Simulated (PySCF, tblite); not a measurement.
# Complex of carbon dioxide and 3 × hydrogen fluoride

A gas-phase complex of carbon dioxide and 3 × hydrogen fluoride; neutral, singlet. The structure comes from a short search (6 tight-binding starts) and was relaxed by PBE0-D3(BJ)/def2-SVPD; another way of binding may lie lower. Frequencies by PBE0-D3(BJ)/def2-SVPD show no clear imaginary mode.

| part | name | SMILES | atoms | charge | multiplicity |
| --- | --- | --- | --- | --- | --- |
| 1 | carbon dioxide | O=C=O | 1–3 | 0 | 1 |
| 2 | hydrogen fluoride | F | 4–5 | 0 | 1 |
| 3 | hydrogen fluoride | F | 6–7 | 0 | 1 |
| 4 | hydrogen fluoride | F | 8–9 | 0 | 1 |

| atom | part | x (Å) | y (Å) | z (Å) |
| --- | --- | --- | --- | --- |
| O1 | 1 | 1.214 | -0.271 | -0.279 |
| C2 | 1 | 0.190 | 0.124 | 0.065 |
| O3 | 1 | -0.853 | 0.560 | 0.360 |
| F4 | 2 | -2.655 | 0.412 | 2.272 |
| H5 | 2 | -2.022 | 0.480 | 1.578 |
| F6 | 3 | -1.671 | -1.206 | 3.951 |
| H7 | 3 | -2.160 | -0.593 | 3.423 |
| F8 | 4 | 0.301 | -1.323 | 2.322 |
| H9 | 4 | -0.330 | -1.392 | 3.015 |

| contact | kind (by geometry) | distance (Å) | angle (°) |
| --- | --- | --- | --- |
| H7···F4 | hydrogen bond | 1.605 | 165 |
| H9···F6 | hydrogen bond | 1.646 | 163 |
| H5···O3 | hydrogen bond | 1.690 | 178 |

Interaction energies are complex less parts, with the parts frozen as they stand in it; counterpoise-corrected, in kcal/mol (PySCF).

Q: How strongly do the parts interact, level by level?

A: 
```csv
level,interaction,superposition error removed
wB97M-D3(BJ)/def2-SVPD,-21.07,-1.84
PBE0-D3(BJ)/def2-SVPD,-22.21,-2.04
```

Q: What holds them together? Decompose the wB97M-D3(BJ)/def2-SVPD energy: frozen parts, their antisymmetrised product, then relaxation.

A: electrostatic -34.3, Pauli repulsion +38.2, orbital relaxation -24.3, dispersion correction -2.5 kcal/mol, which sum to the value before the counterpoise correction; the Pauli term holds the exchange-correlation of the frozen density too. Of the attraction, 56 % is electrostatic, 40 % is orbital relaxation, 4 % is dispersion correction.

Q: Are the pair energies additive?

A: The pairs sum to -15.17 kcal/mol (1–2 -2.6, 1–3 -0.8, 1–4 -1.5, 2–3 -4.1, 2–4 -2.1, 3–4 -4.1); the rest of -5.90 is a many-body strengthening.

The parts were also relaxed and run alone, at the levels used for the complex: shieldings by PBE0/pcSseg-2; core levels by delta-SCF with SCAN, pcX-2 on the ionised atom and pcseg-1 elsewhere, spin-free X2C.

Values alone: F6–H7 bond (Å): 0.920; shielding of H7 (ppm): 29.19; shielding of F4 (ppm): 410.9; shielding of H9 (ppm): 29.19; shielding of F6 (ppm): 410.9; F4 1s core level (eV): 694.12; F6 1s core level (eV): 694.12; F8 1s core level (eV): 694.12.

Q: What does binding change?

A: 
```csv
property,alone,in the complex,change
F6–H7 bond (Å),0.920,0.946,+0.025
shielding of H7 (ppm),29.19,23.18,-6.00
shielding of F4 (ppm),410.9,384.5,-26.4
shielding of H9 (ppm),29.19,24.21,-4.98
shielding of F6 (ppm),410.9,387.9,-23.0
F4 1s core level (eV),694.12,694.43,+0.31
F6 1s core level (eV),694.12,693.91,-0.21
F8 1s core level (eV),694.12,693.23,-0.88
```

Q: What are the binding energy from relaxed parts (wB97M-D3(BJ)/def2-SVPD), and ΔH and ΔG of association at 298.15 K and 1 atm?

A: -19.95 kcal/mol, -14.31 with zero-point energy; ΔH -16.4 and ΔG +8.0 kcal/mol, from harmonic vibrations by PBE0-D3(BJ)/def2-SVPD with low modes damped.

The 5 runs behind this took 9.9 min in all, one thread each of Arm Neoverse V2 on a shared host, launched as `OMP_NUM_THREADS=1 python cluster_run.py task.json out`.
